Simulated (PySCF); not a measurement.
**SiHClO (SMILES O[Si]Cl): levels of theory compared**

Wanted: a comparison of 6 runs (M06-2X/STO-3G, PBE0/STO-3G, SVWN5/STO-3G, MP2/STO-3G, BCCD(T)/STO-3G, NEVPT2(2,2)/STO-3G) of SiHClO. 

Program for the calculation: PySCF 2.14.0.

2 further runs of the same task are left out: 2 set aside as unsound or not needed.

### 1 The structure to begin with

The species is SiHClO (4 atoms), meant as a singlet with charge 0. As SMILES, `O[Si]Cl`. Geometry: relaxed at PBE0-D4/def2-TZVP.

Bond lengths: O1–Si2 1.637 Å, Si2–Cl3 2.110 Å, O1–H4 0.963 Å. Angles: O1–Si2–Cl3 101.3°, Si2–O1–H4 120.4°.

### 2 The energy at M06-2X/STO-3G (run 1)

start.xyz reads:

```xyz
4

O     -0.911800     0.450200    -0.308700
Si    -0.434200    -0.789700     0.647000
Cl     1.662300    -0.701000     0.421400
H     -0.260800     0.980400    -0.780000
```

input.py reads:

```python
# O[Si]Cl
from pyscf import gto, dft

system = gto.M(
    atom='start.xyz',
    verbose=3,
    charge=0,
    spin=0,
    basis='sto-3g',
    max_memory=1860,
)

myscf = dft.RKS(system, xc='m06-2x')
myscf.conv_tol = 1e-10
myscf.grids.level = 5
myscf.kernel()
if not myscf.converged:
    myscf = myscf.newton().run(myscf.mo_coeff, myscf.mo_occ)

e_final = myscf.e_tot
print('Final energy', e_final)
```

On the command line:

```bash
$ OMP_NUM_THREADS=1 python input.py
```

What it wrote:

```text
converged SCF energy = -816.167590631347
Final energy -816.1675906313467
```

Wall time 4.5 s (1 thread of Arm Neoverse V1, shared host); peak memory 0.22 GiB.

### 3 The energy at PBE0/STO-3G (run 2)

job.py reads:

```python
from pyscf import gto, dft

system = gto.Mole()
system.atom = '''
O     -1.723052     0.850755    -0.583358
Si    -0.820519    -1.492317     1.222653
Cl     3.141292    -1.324698     0.796331
H     -0.492841     1.852687    -1.473986
'''
system.verbose = 3
system.unit = 'bohr'
system.spin = 0
system.max_memory = 1860
system.basis = 'sto-3g'
system.build()

mf = dft.RKS(system, xc='pbe0')
mf.conv_tol = 1e-10
mf.grids.level = 5
mf.kernel()
if not mf.converged:
    mf = mf.newton().run(mf.mo_coeff, mf.mo_occ)

e_final = mf.e_tot
print('E = %.10f Eh' % e_final)
```

On the command line:

```bash
$ OMP_NUM_THREADS=1 python job.py
```

What it wrote:

```text
converged SCF energy = -815.817036608381
E = -815.8170366084 Eh
```

It took 3.3 s on 1 thread of Arm Neoverse V1, shared host; peak memory 0.22 GiB.

### 4 The energy at SVWN5/STO-3G (run 3)

calc.py reads:

```python
# O[Si]Cl
from pyscf import gto, dft

system = gto.M(
    atom='O -0.911800 0.450200 -0.308700; Si -0.434200 -0.789700 0.647000; Cl 1.662300 -0.701000 0.421400; H -0.260800 0.980400 -0.780000',
    charge=0,
    basis='sto-3g',
    max_memory=1860,
    verbose=3,
    spin=0,
)

myscf = dft.RKS(system)
myscf.xc = 'svwn'
myscf.conv_tol = 1e-10
myscf.grids.level = 5
myscf.kernel()
if not myscf.converged:
    myscf = myscf.newton().run(myscf.mo_coeff, myscf.mo_occ)

energy = myscf.e_tot
print('Final energy', energy)
```

On the command line:

```bash
$ OMP_NUM_THREADS=1 python calc.py
```

What it wrote:

```text
converged SCF energy = -812.880349843318
Final energy -812.8803498433181
```

It took 2.1 s on 1 thread of Arm Neoverse V1, shared host; peak memory 0.15 GiB.

Runs 4 to 5 aren't shown in full; the table further down has their settings and results.

### 5 A single-point energy at NEVPT2(2,2)/STO-3G (run 6)

input.py reads:

```python
# O[Si]Cl
import numpy
from pyscf import gto, scf, mp, mcscf, mrpt

mol = gto.Mole()
mol.atom = '''
O       -0.911800       0.450200      -0.308700
Si      -0.434200      -0.789700       0.647000
Cl       1.662300      -0.701000       0.421400
H       -0.260800       0.980400      -0.780000
'''
mol.max_memory = 1860
mol.basis = 'sto-3g'
mol.charge = 0
mol.verbose = 4
mol.build()

mf = mol.RHF()
mf.conv_tol = 1e-10
mf.kernel()
if not mf.converged:
    mf = mf.newton().run(mf.mo_coeff, mf.mo_occ)

pt = mp.MP2(scf.addons.convert_to_uhf(mf)).run()
noons, natorbs = mcscf.addons.make_natural_orbitals(pt)
print('natural occupations', numpy.round(noons[:40], 4))
cas = mcscf.CASSCF(mf, 2, 2)
cas.fix_spin_(ss=0.0)
cas.natorb = True
cas.kernel(natorbs)
e_pt2 = mrpt.NEVPT(cas).kernel()
e_final = cas.e_tot + e_pt2
print('E(%s) = %.9f' % ('NEVPT2', e_final))
```

On the command line:

```bash
$ OMP_NUM_THREADS=1 python input.py
```

What it wrote:

```text
PySCF version 2.14.0

[INPUT] num. atoms = 4
[INPUT] num. electrons = 40
[INPUT] charge = 0
[INPUT] spin (= nelec alpha-beta = 2S) = 0
[INPUT] symmetry False subgroup None
[INPUT] Mole.unit = angstrom
[INPUT] Symbol           X                Y                Z      unit          X                Y                Z       unit  Magmom
[INPUT]  1 O     -0.911800000000   0.450200000000  -0.308700000000 AA   -1.723052280378   0.850754701279  -0.583358454653 Bohr   0.0
[INPUT]  2 Si    -0.434200000000  -0.789700000000   0.647000000000 AA   -0.820519083286  -1.492316720569   1.222652802594 Bohr   0.0
[INPUT]  3 Cl     1.662300000000  -0.701000000000   0.421400000000 AA    3.141291736865  -1.324698013320   0.796330588892 Bohr   0.0
[INPUT]  4 H     -0.260800000000   0.980400000000  -0.780000000000 AA   -0.492840573287   1.852687492524  -1.473986377161 Bohr   0.0

nuclear repulsion = 131.427828301599
number of shells = 14
number of NR pGTOs = 72
number of NR cGTOs = 24
basis = sto-3g
ecp = {}

[... 39 lines left out ...]
converged SCF energy = -814.656436858697
[... 33 lines left out ...]
sorting_mo_energy = False
[... 44 lines left out ...]
1-step CASSCF converged in  15 macro (203 JK  44 micro) steps
[... 2 lines left out ...]
Natural orbital (expansion on meta-Lowdin AOs) in CAS space
[... 8 lines left out ...]
CASSCF energy = -814.667113301381
[... 2 lines left out ...]
******** <class 'pyscf.mrpt.nevpt2.NEVPT'> ********
NEVPT2 (1e+1e, 2o), ncore = 19, nvir = 3
root = 0
Natural occ [1.96539417 0.03460583]
Natural orbital (expansion on meta-Lowdin AOs) in CAS space
               #1        #2
0 O 1s          -0.00146  -0.00023
0 O 2s           0.12442   0.01569
0 O 2px         -0.04861   0.01994
[... 20 lines of this table left out ...]
3 H 1s          -0.06030  -0.01225
<CAS-nat-orb|mo-hf>  20     20      -0.81283432
<CAS-nat-orb|mo-hf>  21     21      -0.99776341
Sr    (-1)',   E = -0.00000000000114
Si    (+1)',   E = 0.00000000004535
Sijrs (0)  ,   E = -0.03821191029967
Sijr  (+1) ,   E = -0.02017012757099
Srsi  (-1) ,   E = -0.00215006154499
Srs   (-2) ,   E = -0.00334934601093
Sij   (+2) ,   E = -0.00315081993888
Sir   (0)' ,   E = -0.00177795923780
Nevpt2 Energy = -0.068810224559052
E(NEVPT2) = -814.735923526
```

It took 1.8 s on 1 thread of Arm Neoverse V1, shared host; peak memory 0.12 GiB.

### 6 The series

| run | level | integration grid | frozen core orbitals | energy (Eh) | dipole moment (D) of the reference | HOMO energy (eV) | LUMO energy (eV) | wall time |
| --- | --- | --- | --- | --- | --- | --- | --- | --- |
| 1 | M06-2X/STO-3G | 5 | – | -816.167591 | 2.29 | -5.99 | 2.70 | 4.5 s |
| 2 | PBE0/STO-3G | 5 | – | -815.817037 | 2.24 | -4.85 | 1.74 | 3.3 s |
| 3 | SVWN5/STO-3G | 5 | – | -812.880350 | 2.26 | -3.46 | 0.88 | 2.1 s |
| 4 | MP2/STO-3G | – | 11 | -814.732655 | 2.25 | -7.74 | 5.61 | 0.76 s |
| 5 | BCCD(T)/STO-3G | – | 11 | -814.754968 | – | – | – | 1.2 s |
| 6 | NEVPT2(2,2)/STO-3G | – | – | -814.735924 | 2.25 | -7.74 | 5.61 | 1.8 s |

### 7 Summary of results

| quantity | value |
| --- | --- |
| run 6: total energy | -814.73592 Eh |
| run 6: dipole moment (Hartree–Fock density) | 2.25 D |
| run 6: HOMO energy (Hartree–Fock orbitals) | -7.74 eV |
| run 6: LUMO energy (Hartree–Fock orbitals) | 5.61 eV |
| run 6: HOMO–LUMO gap (Hartree–Fock orbitals) | 13.35 eV |

In words: Over runs 1, 2, 3 the dipole moment (its size) runs from 2.24 D (PBE0/STO-3G) to 2.29 D (M06-2X/STO-3G). Over runs 1, 2, 3 the HOMO–LUMO gap runs from 4.34 eV (SVWN5/STO-3G) to 8.69 eV (M06-2X/STO-3G). Totals of different functionals can't be ranked against each other. In runs 1, 2, 3, 4, 5, 6 the basis is minimal, so the values are rough. All runs together took 14 s, the longest 4.5 s.
